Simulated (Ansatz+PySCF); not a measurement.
The numbers below are computed, except where a source is named.
This PySCF input gave a total energy of -95.74815 hartree.

```python
from pyscf import gto, dft

mol = gto.M(atom="""
C -0.048460 0.043760 -0.694790
N -0.026090 0.045890 0.716150
H 0.022550 -1.021890 -1.154630
H -0.916470 0.531860 -1.095430
H 0.837380 0.559900 -1.061430
H -0.839810 -0.402340 1.159550
H 0.858950 -0.436280 1.126590
""", basis='def2-svp', charge=0, spin=0)
mf = dft.RKS(mol, xc='wb97x')
mf.kernel()
print(mf.converged, mf.e_tot, mf.spin_square()[0])
```

(1) Write an input for Ansatz with the same method and basis set.

Results:

(1)

```yaml
crystal:
  periodic: [false, false, false]
  atoms:
    - { symbol: C, position_ang: [-0.04846, 0.04376, -0.69479] }
    - { symbol: "N", position_ang: [-0.02609, 0.04589, 0.71615] }
    - { symbol: H, position_ang: [0.02255, -1.02189, -1.15463] }
    - { symbol: H, position_ang: [-0.91647, 0.53186, -1.09543] }
    - { symbol: H, position_ang: [0.83738, 0.5599, -1.06143] }
    - { symbol: H, position_ang: [-0.83981, -0.40234, 1.15955] }
    - { symbol: H, position_ang: [0.85895, -0.43628, 1.12659] }
basis:
  gaussian: { orbitals: def2-SVP }
hamiltonian:
  xc: { name: wB97X }
scf:
  omitted_lower_state_checks: [stability, starts, atomic_configurations, cluster_reference, orbital_swaps, given_window_search, neighbouring_geometries, increment]
```

Ansatz (development build ahead of 0.2.0) gave -95.74816 hartree, 0.30 meV from the first.
